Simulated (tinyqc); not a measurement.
Worked calculation (part 2 of 2): UHF in the sto-3g basis, for HF, spin multiplicity 1. This run ends on a higher stationary point, not on the lowest solution. Computed by tinyqc, a small Python program that keeps every step (integrals from PySCF). Command: `OMP_NUM_THREADS=1 python tinyqc.py 31279 31280 out.jsonl` (the two numbers bound the seeds that draw the settings). One thread of a shared host (Intel(R) Xeon(R) Processor @ 2.60GHz), about 0.1 s of CPU time with the checks.

Geometry (angstrom):

| atom | x | y | z |
|---|---|---|---|
| F | 0.0000 | 0.0000 | 0.0000 |
| H | 0.0000 | 0.0000 | 1.5760 |

## Iteration 3: building the Fock matrix

D(alpha) after iteration 2:
```
          1F 1s    1F 2s   1F 2px   1F 2py   1F 2pz    2H 1s
1F 1s    1.0600  -0.2528  -0.0018   0.0095   0.0123   0.0066
1F 2s   -0.2528   1.0655   0.0095  -0.0508  -0.0633  -0.0543
1F 2px  -0.0018   0.0095   0.9947   0.0284   0.0468  -0.0548
1F 2py   0.0095  -0.0508   0.0284   0.8472  -0.2514   0.2948
1F 2pz   0.0123  -0.0633   0.0468  -0.2514   0.6049   0.3465
2H 1s    0.0066  -0.0543  -0.0548   0.2948   0.3465   0.4709
```

D(beta) after iteration 2:
```
          1F 1s    1F 2s   1F 2px   1F 2py   1F 2pz    2H 1s
1F 1s    1.0600  -0.2528   0.0018  -0.0095   0.0123   0.0066
1F 2s   -0.2528   1.0655  -0.0095   0.0508  -0.0633  -0.0543
1F 2px   0.0018  -0.0095   0.9947   0.0284  -0.0468   0.0548
1F 2py  -0.0095   0.0508   0.0284   0.8472   0.2514  -0.2948
1F 2pz   0.0123  -0.0633  -0.0468   0.2514   0.6049   0.3465
2H 1s    0.0066  -0.0543   0.0548  -0.2948   0.3465   0.4709
```

core Hamiltonian H = T + V (hartree):
```
           1F 1s     1F 2s   1F 2px   1F 2py   1F 2pz    2H 1s
1F 1s   -40.3608   -9.4696   0.0000   0.0000  -0.0051  -0.4339
1F 2s    -9.4696  -10.8390   0.0000   0.0000  -0.0638  -1.1325
1F 2px    0.0000    0.0000  -8.5278   0.0000   0.0000   0.0000
1F 2py    0.0000    0.0000   0.0000  -8.5278   0.0000   0.0000
1F 2pz   -0.0051   -0.0638   0.0000   0.0000  -8.5540  -0.8630
2H 1s    -0.4339   -1.1325   0.0000   0.0000  -0.8630  -3.4798
```

Two-electron integrals (ij|kl) in chemists' order, unique and non-zero (hartree):
```
(11|11) 5.4035     (21|11) 0.8419     (21|21) 0.1563     (22|11) 1.2680
(22|21) 0.2923     (22|22) 0.9262     (31|31) 0.0280     (32|31) 0.0432
(32|32) 0.2046     (33|11) 1.2645     (33|21) 0.2924     (33|22) 0.9260
(33|33) 0.9975     (41|41) 0.0280     (42|41) 0.0432     (42|42) 0.2046
(43|43) 0.0538     (44|11) 1.2645     (44|21) 0.2924     (44|22) 0.9260
(44|33) 0.8900     (44|44) 0.9975     (51|51) 0.0280     (52|51) 0.0432
(52|52) 0.2046     (53|53) 0.0538     (54|54) 0.0538     (55|11) 1.2645
(55|21) 0.2924     (55|22) 0.9260     (55|33) 0.8900     (55|44) 0.8900
(55|55) 0.9975     (61|11) 0.0387     (61|21) 0.0071     (61|22) 0.0133
(61|33) 0.0133     (61|44) 0.0133     (61|51) 2.64e-04   (61|52) 0.0005
(61|55) 0.0133     (61|61) 3.28e-04   (62|11) 0.1151     (62|21) 0.0270
(62|22) 0.0977     (62|33) 0.0963     (62|44) 0.0963     (62|51) 0.0018
(62|52) 0.0150     (62|55) 0.1004     (62|61) 0.0012     (62|62) 0.0137
(63|31) 0.0026     (63|32) 0.0163     (63|53) 0.0030     (63|63) 0.0019
(64|41) 0.0026     (64|42) 0.0163     (64|54) 0.0030     (64|64) 0.0019
(65|11) 0.0865     (65|21) 0.0205     (65|22) 0.0798     (65|33) 0.0767
(65|44) 0.0767     (65|51) 0.0037     (65|52) 0.0272     (65|55) 0.0858
(65|61) 0.0010     (65|62) 0.0138     (65|65) 0.0158     (66|11) 0.3348
(66|21) 0.0797     (66|22) 0.3333     (66|33) 0.3257     (66|44) 0.3257
(66|51) 0.0050     (66|52) 0.0607     (66|55) 0.3485     (66|61) 0.0037
(66|62) 0.0656     (66|65) 0.0783     (66|66) 0.7746
```

nuclear repulsion = 3.021951 hartree

J_ij = sum D_kl (ij|kl) with D = D(alpha) + D(beta), K_ij = sum D_kl (ik|jl) for each spin; F = H + J - K(s); E = tr D H + tr D J / 2 - 0.5 sum_s tr D(s) K(s) + E_nn.

Coulomb J (hartree):
```
          1F 1s   1F 2s  1F 2px  1F 2py   1F 2pz   2H 1s
1F 1s   19.9059  3.7786  0.0000  0.0000  -0.0001  0.1725
1F 2s    3.7786  9.3012  0.0000  0.0000   0.0420  0.9754
1F 2px   0.0000  0.0000  9.3199  0.0061   0.0000  0.0000
1F 2py   0.0000  0.0000  0.0061  9.2881   0.0000  0.0000
1F 2pz  -0.0001  0.0420  0.0000  0.0000   9.2694  0.8049
2H 1s    0.1725  0.9754  0.0000  0.0000   0.8049  3.7696
```

exchange K(alpha) (hartree):
```
          1F 1s    1F 2s   1F 2px   1F 2py   1F 2pz    2H 1s
1F 1s    5.5374   0.9495   0.0000  -0.0001   0.0005   0.0472
1F 2s    0.9495   1.5119   0.0039  -0.0211  -0.0217   0.1807
1F 2px   0.0000   0.0039   1.2974   0.0268   0.0398  -0.0132
1F 2py  -0.0001  -0.0211   0.0268   1.1582  -0.2137   0.0710
1F 2pz   0.0005  -0.0217   0.0398  -0.2137   0.9923   0.2245
2H 1s    0.0472   0.1807  -0.0132   0.0710   0.2245   0.4376
```

exchange K(beta) (hartree):
```
         1F 1s    1F 2s   1F 2px   1F 2py   1F 2pz    2H 1s
1F 1s   5.5374   0.9495   0.0000   0.0001   0.0005   0.0472
1F 2s   0.9495   1.5119  -0.0039   0.0211  -0.0217   0.1807
1F 2px  0.0000  -0.0039   1.2974   0.0268  -0.0398   0.0132
1F 2py  0.0001   0.0211   0.0268   1.1582   0.2137  -0.0710
1F 2pz  0.0005  -0.0217  -0.0398   0.2137   0.9923   0.2245
2H 1s   0.0472   0.1807   0.0132  -0.0710   0.2245   0.4376
```

F(alpha) (hartree):
```
           1F 1s    1F 2s   1F 2px   1F 2py   1F 2pz    2H 1s
1F 1s   -25.9923  -6.6406   0.0000   0.0001  -0.0057  -0.3086
1F 2s    -6.6406  -3.0496  -0.0039   0.0211  -0.0001  -0.3378
1F 2px    0.0000  -0.0039  -0.5054  -0.0207  -0.0398   0.0132
1F 2py    0.0001   0.0211  -0.0207  -0.3978   0.2137  -0.0710
1F 2pz   -0.0057  -0.0001  -0.0398   0.2137  -0.2769  -0.2826
2H 1s    -0.3086  -0.3378   0.0132  -0.0710  -0.2826  -0.1477
```

F(beta) (hartree):
```
           1F 1s    1F 2s   1F 2px   1F 2py   1F 2pz    2H 1s
1F 1s   -25.9923  -6.6406   0.0000  -0.0001  -0.0057  -0.3086
1F 2s    -6.6406  -3.0496   0.0039  -0.0211  -0.0001  -0.3378
1F 2px    0.0000   0.0039  -0.5054  -0.0207   0.0398  -0.0132
1F 2py   -0.0001  -0.0211  -0.0207  -0.3978  -0.2137   0.0710
1F 2pz   -0.0057  -0.0001   0.0398  -0.2137  -0.2769  -0.2826
2H 1s    -0.3086  -0.3378  -0.0132   0.0710  -0.2826  -0.1477
```

total energy of this density = -98.359921 hartree

## Iteration 3: DIIS over 3 matrices

error matrix X^T (FDS - SDF) X (alpha):
```
         1        2        3        4        5        6
1   0.0000   0.0000  -0.0003   0.0018   0.0021  -0.0025
2   0.0000   0.0000   0.0024  -0.0130  -0.0145   0.0177
3   0.0003  -0.0024   0.0000   0.0000  -0.0052   0.0056
4  -0.0018   0.0130   0.0000   0.0000   0.0281  -0.0301
5  -0.0021   0.0145   0.0052  -0.0281   0.0000   0.0048
6   0.0025  -0.0177  -0.0056   0.0301  -0.0048   0.0000
```

B (overlaps of the stored error matrices):
```
                1               2              3
1   1.3355795e-01  -7.3822165e-02  1.5786397e-03
2  -7.3822165e-02   1.0516834e-01  2.0588354e-02
3   1.5786397e-03   2.0588354e-02  9.9620522e-03
```

Minimise |sum c_i e_i|^2 with sum c_i = 1: solve [B -1; -1 0][c; lambda] = [0; -1] with B_ij = tr e_i^T e_j summed over both spins, and take F = sum c_i F_i.

DIIS coefficients: -0.0987  -0.2585  1.3573

extrapolated F(alpha) (hartree):
```
           1F 1s    1F 2s   1F 2px   1F 2py   1F 2pz    2H 1s
1F 1s   -25.9846  -6.6389   0.0000   0.0001  -0.0071  -0.3087
1F 2s    -6.6389  -3.0436  -0.0049   0.0261   0.0008  -0.3433
1F 2px    0.0000  -0.0049  -0.4992  -0.0183  -0.0386   0.0137
1F 2py    0.0001   0.0261  -0.0183  -0.4041   0.2077  -0.0734
1F 2pz   -0.0071   0.0008  -0.0386   0.2077  -0.2652  -0.3007
2H 1s    -0.3087  -0.3433   0.0137  -0.0734  -0.3007  -0.1550
```

extrapolated F(beta) (hartree):
```
           1F 1s    1F 2s   1F 2px   1F 2py   1F 2pz    2H 1s
1F 1s   -25.9846  -6.6389   0.0000  -0.0001  -0.0071  -0.3087
1F 2s    -6.6389  -3.0436   0.0049  -0.0261   0.0008  -0.3433
1F 2px    0.0000   0.0049  -0.4992  -0.0183   0.0386  -0.0137
1F 2py   -0.0001  -0.0261  -0.0183  -0.4041  -0.2077   0.0734
1F 2pz   -0.0071   0.0008   0.0386  -0.2077  -0.2652  -0.3007
2H 1s    -0.3087  -0.3433  -0.0137   0.0734  -0.3007  -0.1550
```

## Iteration 3: diagonalisation and new density

X:
```
          1F 1s    1F 2s  1F 2px  1F 2py   1F 2pz    2H 1s
1F 1s    1.0223  -0.1244  0.0000  0.0000  -0.0009   0.0077
1F 2s   -0.1244   1.0302  0.0000  0.0000   0.0074  -0.0738
1F 2px   0.0000   0.0000  1.0000  0.0000   0.0000   0.0000
1F 2py   0.0000   0.0000  0.0000  1.0000   0.0000   0.0000
1F 2pz  -0.0009   0.0074  0.0000  0.0000   1.0068  -0.0682
2H 1s    0.0077  -0.0738  0.0000  0.0000  -0.0682   1.0146
```

Diagonalise F' = X^T F X, C = X C', fill 5 alpha and 5 beta electrons from the bottom; D(s) = C_occ C_occ^T. Each column has its largest component positive (the first on a tie).

F' = X^T F X (alpha) (hartree):
```
          1        2        3        4        5        6
1  -25.5191  -3.3821   0.0007  -0.0039  -0.0146  -0.0035
2   -3.3821  -1.8847  -0.0063   0.0338   0.0293  -0.1712
3    0.0007  -0.0063  -0.4992  -0.0183  -0.0399   0.0168
4   -0.0039   0.0338  -0.0183  -0.4041   0.2144  -0.0906
5   -0.0146   0.0293  -0.0399   0.2144  -0.2280  -0.2826
6   -0.0035  -0.1712   0.0168  -0.0906  -0.2826  -0.0832
```

orbital energies (alpha) (hartree): MO1 -25.9936, MO2 -1.4320, MO3 -0.5678, MO4 -0.5026, MO5 -0.3448, MO6 0.2225

coefficients C (alpha):
```
            MO1      MO2      MO3     MO4      MO5      MO6
1F 1s    0.9951  -0.2623  -0.0142  0.0000   0.0224   0.0302
1F 2s    0.0199   1.0200   0.0649  0.0000  -0.1174  -0.1534
1F 2px   0.0000   0.0044  -0.1314  0.9831  -0.1123   0.0594
1F 2py   0.0000  -0.0235   0.7066  0.1828   0.6039  -0.3195
1F 2pz   0.0005   0.0069  -0.6436  0.0000   0.4012  -0.6657
2H 1s   -0.0015   0.0521  -0.1899  0.0000   0.6338   0.7741
```

F' = X^T F X (beta) (hartree):
```
          1        2        3        4        5        6
1  -25.5191  -3.3821  -0.0007   0.0039  -0.0146  -0.0035
2   -3.3821  -1.8847   0.0063  -0.0338   0.0293  -0.1712
3   -0.0007   0.0063  -0.4992  -0.0183   0.0399  -0.0168
4    0.0039  -0.0338  -0.0183  -0.4041  -0.2144   0.0906
5   -0.0146   0.0293   0.0399  -0.2144  -0.2280  -0.2826
6   -0.0035  -0.1712  -0.0168   0.0906  -0.2826  -0.0832
```

orbital energies (beta) (hartree): MO1 -25.9936, MO2 -1.4320, MO3 -0.5678, MO4 -0.5026, MO5 -0.3448, MO6 0.2225

coefficients C (beta):
```
            MO1      MO2      MO3     MO4      MO5      MO6
1F 1s    0.9951  -0.2623   0.0142  0.0000   0.0224   0.0302
1F 2s    0.0199   1.0200  -0.0649  0.0000  -0.1174  -0.1534
1F 2px   0.0000  -0.0044  -0.1314  0.9831   0.1123  -0.0594
1F 2py   0.0000   0.0235   0.7066  0.1828  -0.6039   0.3195
1F 2pz   0.0005   0.0069   0.6436  0.0000   0.4012  -0.6657
2H 1s   -0.0015   0.0521   0.1899  0.0000   0.6338   0.7741
```

D(alpha) after iteration 3:
```
          1F 1s    1F 2s   1F 2px   1F 2py   1F 2pz    2H 1s
1F 1s    1.0597  -0.2513  -0.0018   0.0096   0.0167   0.0017
1F 2s   -0.2513   1.0589   0.0091  -0.0490  -0.0818  -0.0337
1F 2px  -0.0018   0.0091   0.9965   0.0190   0.0396  -0.0460
1F 2py   0.0096  -0.0490   0.0190   0.8979  -0.2127   0.2473
1F 2pz   0.0167  -0.0818   0.0396  -0.2127   0.5753   0.3769
2H 1s    0.0017  -0.0337  -0.0460   0.2473   0.3769   0.4405
```

D(beta) after iteration 3:
```
          1F 1s    1F 2s   1F 2px   1F 2py   1F 2pz    2H 1s
1F 1s    1.0597  -0.2513   0.0018  -0.0096   0.0167   0.0017
1F 2s   -0.2513   1.0589  -0.0091   0.0490  -0.0818  -0.0337
1F 2px   0.0018  -0.0091   0.9965   0.0190  -0.0396   0.0460
1F 2py  -0.0096   0.0490   0.0190   0.8979   0.2127  -0.2473
1F 2pz   0.0167  -0.0818  -0.0396   0.2127   0.5753   0.3769
2H 1s    0.0017  -0.0337   0.0460  -0.2473   0.3769   0.4405
```

## Iteration 14 (converged): orbitals

converged F(alpha) (hartree):
```
           1F 1s    1F 2s   1F 2px   1F 2py   1F 2pz    2H 1s
1F 1s   -25.9253  -6.6265   0.0000   0.0000  -0.0093  -0.3082
1F 2s    -6.6265  -3.0096   0.0000   0.0000  -0.0003  -0.3440
1F 2px    0.0000   0.0000  -0.4662   0.0000   0.0000   0.0000
1F 2py    0.0000   0.0000   0.0000  -0.4662   0.0000   0.0000
1F 2pz   -0.0093  -0.0003   0.0000   0.0000  -0.1556  -0.3042
2H 1s    -0.3082  -0.3440   0.0000   0.0000  -0.3042  -0.1681
```

converged F(beta) (hartree):
```
           1F 1s    1F 2s   1F 2px   1F 2py   1F 2pz    2H 1s
1F 1s   -25.9253  -6.6265   0.0000   0.0000  -0.0093  -0.3082
1F 2s    -6.6265  -3.0096   0.0000   0.0000  -0.0003  -0.3440
1F 2px    0.0000   0.0000  -0.4662   0.0000   0.0000   0.0000
1F 2py    0.0000   0.0000   0.0000  -0.4662   0.0000   0.0000
1F 2pz   -0.0093  -0.0003   0.0000   0.0000  -0.1556  -0.3042
2H 1s    -0.3082  -0.3440   0.0000   0.0000  -0.3042  -0.1681
```

As before.

F' = X^T F X (alpha) (hartree):
```
          1        2        3        4        5        6
1  -25.4597  -3.3809   0.0000   0.0000  -0.0169  -0.0030
2   -3.3809  -1.8509   0.0000   0.0000   0.0297  -0.1735
3    0.0000   0.0000  -0.4662   0.0000   0.0000   0.0000
4    0.0000   0.0000   0.0000  -0.4662   0.0000   0.0000
5   -0.0169   0.0297   0.0000   0.0000  -0.1165  -0.2927
6   -0.0030  -0.1735   0.0000   0.0000  -0.2927  -0.0954
```

orbital energies (alpha) (hartree): MO1 -25.9344, MO2 -1.3988, MO3 -0.4662, MO4 -0.4662, MO5 -0.3898, MO6 0.2005

coefficients C (alpha):
```
            MO1      MO2      MO3     MO4      MO5      MO6
1F 1s    0.9951  -0.2621   0.0000  0.0000   0.0283   0.0304
1F 2s    0.0199   1.0188   0.0000  0.0000  -0.1414  -0.1549
1F 2px   0.0000   0.0000  -0.1828  0.9831  -0.0001   0.0000
1F 2py   0.0000   0.0000   0.9831  0.1828   0.0003  -0.0001
1F 2pz   0.0005   0.0040  -0.0002  0.0000   0.6911  -0.7354
2H 1s   -0.0016   0.0596  -0.0001  0.0000   0.6408   0.7908
```

F' = X^T F X (beta) (hartree):
```
          1        2        3        4        5        6
1  -25.4597  -3.3809   0.0000   0.0000  -0.0169  -0.0030
2   -3.3809  -1.8509   0.0000   0.0000   0.0297  -0.1735
3    0.0000   0.0000  -0.4662   0.0000   0.0000   0.0000
4    0.0000   0.0000   0.0000  -0.4662   0.0000   0.0000
5   -0.0169   0.0297   0.0000   0.0000  -0.1165  -0.2927
6   -0.0030  -0.1735   0.0000   0.0000  -0.2927  -0.0954
```

orbital energies (beta) (hartree): MO1 -25.9344, MO2 -1.3988, MO3 -0.4662, MO4 -0.4662, MO5 -0.3898, MO6 0.2005

coefficients C (beta):
```
            MO1      MO2      MO3     MO4      MO5      MO6
1F 1s    0.9951  -0.2621   0.0000  0.0000   0.0283   0.0304
1F 2s    0.0199   1.0188   0.0000  0.0000  -0.1414  -0.1549
1F 2px   0.0000   0.0000  -0.1828  0.9831   0.0001   0.0000
1F 2py   0.0000   0.0000   0.9831  0.1828  -0.0003   0.0001
1F 2pz   0.0005   0.0040   0.0002  0.0000   0.6911  -0.7354
2H 1s   -0.0016   0.0596   0.0001  0.0000   0.6408   0.7908
```

D(alpha) after iteration 14:
```
          1F 1s    1F 2s  1F 2px  1F 2py   1F 2pz    2H 1s
1F 1s    1.0597  -0.2512  0.0000  0.0000   0.0191   0.0010
1F 2s   -0.2512   1.0584  0.0000  0.0000  -0.0936  -0.0299
1F 2px   0.0000   0.0000  1.0000  0.0000   0.0000   0.0000
1F 2py   0.0000   0.0000  0.0000  1.0000   0.0000   0.0001
1F 2pz   0.0191  -0.0936  0.0000  0.0000   0.4776   0.4431
2H 1s    0.0010  -0.0299  0.0000  0.0001   0.4431   0.4142
```

D(beta) after iteration 14:
```
          1F 1s    1F 2s  1F 2px   1F 2py   1F 2pz    2H 1s
1F 1s    1.0597  -0.2512  0.0000   0.0000   0.0191   0.0010
1F 2s   -0.2512   1.0584  0.0000   0.0000  -0.0936  -0.0299
1F 2px   0.0000   0.0000  1.0000   0.0000   0.0000   0.0000
1F 2py   0.0000   0.0000  0.0000   1.0000   0.0000  -0.0001
1F 2pz   0.0191  -0.0936  0.0000   0.0000   0.4776   0.4431
2H 1s    0.0010  -0.0299  0.0000  -0.0001   0.4431   0.4142
```

Within a degenerate level the vectors are fixed only up to a rotation; this is one choice.

## Convergence

Stop when the energy changes by less than 1e-09 hartree and every element of the error matrix X^T (F D S - S D F) X (for each spin) is below 9e-06.

Course of the cycle:

| iteration | E (hartree) | change | largest element of the error matrix |
|---|---|---|---|
| 1 | -97.939861 | - | 1.25e-01 |
| 2 | -98.272756 | -3.33e-01 | 1.03e-01 |
| 3 | -98.359921 | -8.72e-02 | 3.01e-02 |
| 4 | -98.371856 | -1.19e-02 | 1.98e-02 |
| 5 | -98.378753 | -6.90e-03 | 1.31e-02 |
| 6 | -98.383706 | -4.95e-03 | 7.83e-03 |
| 7 | -98.386108 | -2.40e-03 | 3.49e-03 |
| 8 | -98.386821 | -7.13e-04 | 3.17e-03 |
| 9 | -98.386820 | 1.28e-06 | 3.51e-03 |
| 10 | -98.386937 | -1.17e-04 | 1.52e-03 |
| 11 | -98.386946 | -8.74e-06 | 1.33e-04 |
| 12 | -98.386946 | -7.00e-07 | 1.50e-04 |
| 13 | -98.386946 | -6.12e-08 | 4.37e-06 |
| 14 | -98.386946 | -4.66e-10 | 2.28e-06 |

PySCF UHF in the same basis, after a stability check = -98.467215 hartree

Converged in 14 iterations. But the solution lies 0.08027 hartree above the reference: it is another stationary point, not the lowest one. Reruns (cap 100 unless said): DIIS 8: converged in 14 to a higher stationary point; damping 0.5: not converged; level shift 0.5: not converged; atomic densities as start, DIIS 8: converged in 7 to a higher stationary point.

## Populations, bond orders and dipole

overlap S:
```
         1F 1s   1F 2s  1F 2px  1F 2py  1F 2pz   2H 1s
1F 1s   1.0000  0.2380  0.0000  0.0000  0.0000  0.0108
1F 2s   0.2380  1.0000  0.0000  0.0000  0.0000  0.1408
1F 2px  0.0000  0.0000  1.0000  0.0000  0.0000  0.0000
1F 2py  0.0000  0.0000  0.0000  1.0000  0.0000  0.0000
1F 2pz  0.0000  0.0000  0.0000  0.0000  1.0000  0.1332
2H 1s   0.0108  0.1408  0.0000  0.0000  0.1332  1.0000
```

Mulliken: Z minus the diagonal of D S on the atom; Loewdin: the same with S^(1/2) D S^(1/2); Mayer order: 2 sum_s sum (D(s) S)_ij (D(s) S)_ji over the two atoms.

Charges (e):

| atom | Mulliken | Loewdin | Mulliken spin |
|---|---|---|---|
| 1F | -0.0619 | -0.0567 | 0 |
| 2H | 0.0619 | 0.0567 | 0 |

Mayer bond orders:

| pair | order |
|---|---|
| 2-1 | 0.9962 |

dipole moment about the origin, x y z (debye): 0.0000  0.0000  0.8568

<S^2> of the determinant (pure state: 0) = 1.68e-08
